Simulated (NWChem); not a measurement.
# Correlation energy of O

```
O
```
Charge 0, spin multiplicity 3.

All runs are NWChem calculations.

Basis set: cc-pVDZ. Each correlation energy counts from its own Hartree-Fock reference.

The correlated methods keep 1 core orbital frozen. The stability of the SCF solutions was not checked. Open-shell Hartree-Fock references start from PBE0 orbitals. No row is a measurement; the coupled-cluster row has its own basis-set and correlation limits.

Task: For the correlation energy, URI-MP2 gives -102.0 mHa and UMP2 gives -102.0 mHa. What do SCS-UMP2, CCSD on UHF, CCSD[T] on UHF give?

Result: SCS-UMP2: -99.8 mHa; CCSD on UHF: -117.0 mHa; CCSD[T] on UHF: -117.8 mHa.
